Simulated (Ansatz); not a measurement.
Two isomers of C3H4FN: A = `FC1C=NC1`, B = `FC1=CCN1`.

Computed with Ansatz on PBE0-D4/def2-TZVP structures; ΔE is electronic, products minus reactants. CCSD(T)/CBS adds triple-zeta CCSD(T) − MP2 to the extrapolated MP2 energy (def2 sets, frozen cores). Functionals use def2-TZVPP. B3LYP here is the variant with VWN-RPA as its local correlation; programs differ in this.

Task: Which is lower in electronic energy at CCSD(T)/CBS, and by how much? (An estimate is asked.)

Result: Computed: A, by 11.5 kJ/mol.

Task: Give E(B) − E(A) in kJ/mol with CCSD(T)/def2-SVP, CCSD(T)/def2-TZVPP, B3LYP-D4, B3LYP, HF/def2-TZVPP, MP2/def2-TZVPP, ωB97M-V. (An estimate is asked.)

Result: Computed: CCSD(T)/def2-SVP 14.7, CCSD(T)/def2-TZVPP 14.2, B3LYP-D4 6.3, B3LYP 6.7, HF/def2-TZVPP 21.9, MP2/def2-TZVPP 5.2, ωB97M-V 8.0. None reverses the order clearly.

Task: Does the order hold for the free energy at 298.15 K (harmonic terms from PBE0-D4)? (Best estimate.)

Result: The calculation gave: Yes: G(B) − G(A) = +13.0 kJ/mol.

Largest T1 diagnostic: 0.012.

At CCSD(T), def2-SVP lies +3.2 kJ/mol from the extrapolated value and def2-TZVPP +2.7 kJ/mol. In def2-TZVPP, CCSD(T) changes the Hartree–Fock value by −7.6 kJ/mol (the triples alone add −1.2 kJ/mol) and MP2 by −16.7 kJ/mol.
